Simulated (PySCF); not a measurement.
P₅H₅.
Structure used (PBE0-D3(BJ)/def2-SVP), in Å, numbered top down from 1:
```xyz
10
P5H5 angstrom
P     -0.3164   -1.6510   -0.6083
P      1.5642   -1.0174    0.3632
P      1.4442    1.1844    0.4734
P     -0.6955    1.7271    0.5034
P     -1.8374   -0.1304   -0.1170
H      0.0277   -1.1145   -1.8835
H      1.1103   -1.2502    1.6952
H      1.6172    1.3684   -0.9298
H     -0.8288    1.5030    1.9066
H     -2.0346   -0.6370    1.2027
```

NICS is the negative of the GIAO shielding at a point without a nucleus: at the ring centre (0) and 1 Å above and below it (1); zz is the component along the ring normal. Level: GIAO CAM-B3LYP/pcSseg-2 (PySCF, non-relativistic, gas phase) on the PBE0-D3(BJ)/def2-SVP geometry, one conformer.

Ring bond lengths (Å): P1–P2 2.210, P2–P3 2.208, P3–P4 2.208, P4–P5 2.267, P5–P1 2.206.

Q: Give the NICS values of each ring in ppm.

A: 
| ring | type | NICS(0) | NICS(1), two faces | NICS(1)zz, two faces | rms pucker (Å) | centre to ring atoms, mean (Å) |
| --- | --- | --- | --- | --- | --- | --- |
| P1–P2–P3–P4–P5 | 5-membered ring with 5 P; bonds drawn aromatic by RDKit's count | -9.9 | -7.0 / -6.7 | -12.4 / -11.8 | 0.18 | 1.87 |

Q: What can be read from them?

A: 
- P1–P2–P3–P4–P5: mean NICS(1)zz -12.1 ppm, shielded. A hydrogen on P2, outside the ring, lies 1.72 Å from a NICS(1) probe. The ring is puckered (0.18 Å rms).

Q: At the second NICS(1) probe listed for ring P1–P2–P3–P4–P5, 1 Å off the ring, what do the in-plane components average?

A: The isotropic value is a third of the trace: (3 × -6.7 − (-11.8))/2 = -4.2 ppm.

Q: Give the inner angles of the rings.

A: 
- P1–P2–P3–P4–P5: P1 106.9°, P2 105.2°, P3 107.4°, P4 106.4°, P5 106.2°; sum 532.1° against 540° for a flat convex ring.

Q: How do the values depend on the level or the medium?

A: 
```json
{"level": "CAM-B3LYP/pcSseg-2, gas", "NICS(0), P1–P2–P3–P4–P5": "-9.9", "mean NICS(1)zz, P1–P2–P3–P4–P5": "-12.1"}
{"level": "PBE0/pcSseg-1, gas", "NICS(0), P1–P2–P3–P4–P5": "-11.7", "mean NICS(1)zz, P1–P2–P3–P4–P5": "-14.3"}
{"level": "PBE0/pcSseg-1, IEF-PCM chloroform", "NICS(0), P1–P2–P3–P4–P5": "-11.6", "mean NICS(1)zz, P1–P2–P3–P4–P5": "-13.6"}
{"level": "PBE0/pcSseg-1, IEF-PCM tetrahydrofuran", "NICS(0), P1–P2–P3–P4–P5": "-11.6", "mean NICS(1)zz, P1–P2–P3–P4–P5": "-13.5"}
```

The geometry is the same throughout; the continuum's cavity takes Bondi-type radii × 1.2.

Time: 53 s; peak memory 1.4 GiB. Hardware: Arm Neoverse V2, one thread, no GPU, shared host with 96 logical CPUs at a one-minute load of 30. This is the whole shielding run at CAM-B3LYP/pcSseg-2, SCF included.
